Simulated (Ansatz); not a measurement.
Consider Ag in the fcc (Cu type) structure (space group Fm-3m, No. 225).

```cif
data_Ag
_chemical_formula_sum 'Ag1'
_space_group_name_H-M_alt 'P 1'
_space_group_IT_number 1
_cell_length_a 2.86689
_cell_length_b 2.86689
_cell_length_c 2.86689
_cell_angle_alpha 60.000
_cell_angle_beta 60.000
_cell_angle_gamma 60.000
loop_
_space_group_symop_operation_xyz
  'x, y, z'
loop_
_atom_site_label
_atom_site_type_symbol
_atom_site_fract_x
_atom_site_fract_y
_atom_site_fract_z
_atom_site_occupancy
Ag1 Ag 0.00000 0.00000 0.00000 1
```

Computed with PBEsol (Ansatz, a quantum-chemistry and plane-wave program), no spin-orbit coupling.

One thing is altered: Au takes the place of Ag on all its sites; the structure is relaxed again.

Measured lattice parameter a: Ag 4.062 Å (static lattice; corrected from measurement; as listed in Daniel Mejia-Rodriguez, S. B. Trickey, Phys. Rev. B (2018)); Au 4.062 Å (static lattice; corrected from measurement; as listed in Daniel Mejia-Rodriguez, S. B. Trickey, Phys. Rev. B (2018)).

**Question.** How well does PBEsol reproduce the measured shift?

**Answer.** With PBEsol the lattice parameter a moves by +0.029 Å (4.054 → 4.083) against +0.000 Å measured.

Whether these cells are dynamically stable was not tested.
